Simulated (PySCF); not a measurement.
## Nonlinear optical response: SMILES CC[C@]1(C)CO1, C$_{5}$H$_{10}$O

Molfile (atoms numbered from 1):
```
C5H10O
     RDKit          3D

 16 16  0  0  0  0  0  0  0  0999 V2000
    1.7858   -0.0799   -0.5130 C   0  0  0  0  0  0  0  0  0  0  0  0
    0.9476   -0.4123    0.7128 C   0  0  0  0  0  0  0  0  0  0  0  0
   -0.5077   -0.0197    0.5856 C   0  0  2  0  0  0  0  0  0  0  0  0
   -1.3329   -0.7842   -0.4162 C   0  0  0  0  0  0  0  0  0  0  0  0
   -0.9127    1.3348    0.9781 C   0  0  0  0  0  0  0  0  0  0  0  0
   -1.1601    0.2313    1.8215 O   0  0  0  0  0  0  0  0  0  0  0  0
    1.7538    0.9977   -0.7381 H   0  0  0  0  0  0  0  0  0  0  0  0
    2.8390   -0.3572   -0.3589 H   0  0  0  0  0  0  0  0  0  0  0  0
    1.4346   -0.6157   -1.4082 H   0  0  0  0  0  0  0  0  0  0  0  0
    1.3493    0.0948    1.6038 H   0  0  0  0  0  0  0  0  0  0  0  0
    0.9990   -1.4940    0.9256 H   0  0  0  0  0  0  0  0  0  0  0  0
   -1.2937   -1.8629   -0.1979 H   0  0  0  0  0  0  0  0  0  0  0  0
   -0.9636   -0.6317   -1.4415 H   0  0  0  0  0  0  0  0  0  0  0  0
   -2.3827   -0.4639   -0.3720 H   0  0  0  0  0  0  0  0  0  0  0  0
   -1.7970    1.7933    0.5159 H   0  0  0  0  0  0  0  0  0  0  0  0
   -0.1547    2.0466    1.3321 H   0  0  0  0  0  0  0  0  0  0  0  0
  1  2  1  0
  3  2  1  1
  3  4  1  0
  3  5  1  0
  5  6  1  0
  6  3  1  0
  1  7  1  0
  1  8  1  0
  1  9  1  0
  2 10  1  0
  2 11  1  0
  4 12  1  0
  4 13  1  0
  4 14  1  0
  5 15  1  0
  5 16  1  0
M  END
```

Level of theory: quadratic response CAM-B3LYP/def2-TZVPD first hyperpolarisability, Taylor convention, gas phase (PySCF 2.14.0). Geometry: PBE0-D3(BJ)/def2-SVP.

(1) What is the first hyperpolarisability, and how does it disperse?

(2) Which lowest excitations, dipole and polarisabilities go with it?

## Answers

(1) In 10⁻³⁰ esu, Taylor convention; the vector part is βᵢ = ⅓ Σⱼ (βᵢⱼⱼ + βⱼᵢⱼ + βⱼⱼᵢ); β∥ is 3/5 of the vector part along the dipole, the dipole points from − to +:
| process | λ (nm) | β vector norm | β∥ | β HRS | depolarisation ratio |
| --- | --- | --- | --- | --- | --- |
| static β(0;0,0) | ∞ | 0.59 | -0.32 | 0.23 | 6.24 |
| second harmonic β(−2ω;ω,ω) | 1907 | 0.60 | -0.33 | 0.23 | 6.20 |
| Pockels β(−ω;ω,0) | 1907 | 0.59 | -0.32 | – | – |
| second harmonic β(−2ω;ω,ω) | 1064 | 0.63 | -0.34 | 0.25 | 6.09 |
| Pockels β(−ω;ω,0) | 1064 | 0.60 | -0.33 | – | – |

(2) S1 7.32 eV (f = 0.001); S2 7.64 eV (f = 0.018); S3 7.83 eV (f = 0.032); dipole 2.02 D; isotropic α 64.4 au static, 64.5 au at 1907 nm, 64.8 au at 1064 nm, 64.9 au at 953.5 nm, 66.1 au at 532 nm.
